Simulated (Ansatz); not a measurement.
Basis-set extrapolation for C3H6O2, SMILES `O=CCCO` (PBE0-D4/def2-TZVP geometry, frozen core, Ansatz 0.2.0). Multiplicity 1, RHF reference.

```json
{"": "HF", "def2-TZVPP": "-266.915919", "def2-QZVPP": "-266.928426"}
{"": "MP2 correlation", "def2-TZVPP": "-0.969276", "def2-QZVPP": "-1.039552"}
{"": "CCSD(T) correlation", "def2-TZVPP": "-1.038116", "def2-QZVPP": "not run"}
```

Energies in hartree. Use E(X) = E(∞) + A·exp(−7.88·√X) for Hartree–Fock and E(X) = E(∞) + B·X^(−2.97) for correlation, with X = 3 and 4, and add CCSD(T) minus MP2 of the smaller set to the MP2 limit.

Problem. What is the CCSD(T) energy at the basis-set limit?

Solution. HF limit: -266.928426 + (-0.012507) × 0.13774 = -266.93015. MP2 limit: -1.039552 + (-0.070276) × 0.74074 = -1.09161. Higher-order term: -1.038116 − (-0.969276) = -0.06884. Total: -268.09060 hartree, 358.6 kJ/mol below CCSD(T)/def2-TZVPP.
